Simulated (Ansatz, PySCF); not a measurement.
difluoromethane (CH2F2), SMILES FCF. Atoms are numbered in the order given.

```xyz
5

F     -1.1035     0.0000     0.2907
C      0.0000     0.0000    -0.5035
F      1.1035     0.0000     0.2907
H      0.0000     0.9138    -1.1035
H      0.0000    -0.9138    -1.1035
```

The structure is a stationary point at ωB97X-D3(BJ)/def2-TZVP.

Two levels are set side by side: PBE-D3(BJ)/def2-TZVP (Ansatz, a quantum-chemistry and plane-wave program) and ωB97X-D3(BJ)/def2-TZVP (PySCF). Each level has its own optimised geometry; the coordinates shown are those of the second. Frequencies come from the Hessian of PySCF at each geometry. Differences are taken from unrounded values.

| quantity | ωB97X-D3(BJ) |
|---|---|
| mean bond length (Å) | 1.226 |
| bond F1–C2 (Å) | 1.360 |
| bond C2–F3 (Å) | 1.360 |
| bond C2–H4 (Å) | 1.093 |
| bond C2–H5 (Å) | 1.093 |
| highest harmonic wavenumber (cm⁻¹) | 3152 |
| mean harmonic wavenumber (cm⁻¹) | 1610 |
| zero-point energy (kcal/mol) | 20.71 |

**Question.** What does PBE-D3(BJ) give, and how far is it from ωB97X-D3(BJ)? (Estimate from the structure and the level; the computed values follow.)

**Answer.** 
```csv
quantity,PBE-D3(BJ),PBE-D3(BJ) minus ωB97X-D3(BJ)
mean bond length (Å),1.236,0.010
bond F1–C2 (Å),1.371,0.011
bond C2–F3 (Å),1.371,0.011
bond C2–H4 (Å),1.102,0.009
bond C2–H5 (Å),1.102,0.009
highest harmonic wavenumber (cm⁻¹),3031,-121
mean harmonic wavenumber (cm⁻¹),1539,-71
zero-point energy (kcal/mol),19.80,-0.92
```

GGA bonds tend to be longer and softer than those of functionals with exact exchange. Differences between two approximate levels are no errors against the true value.
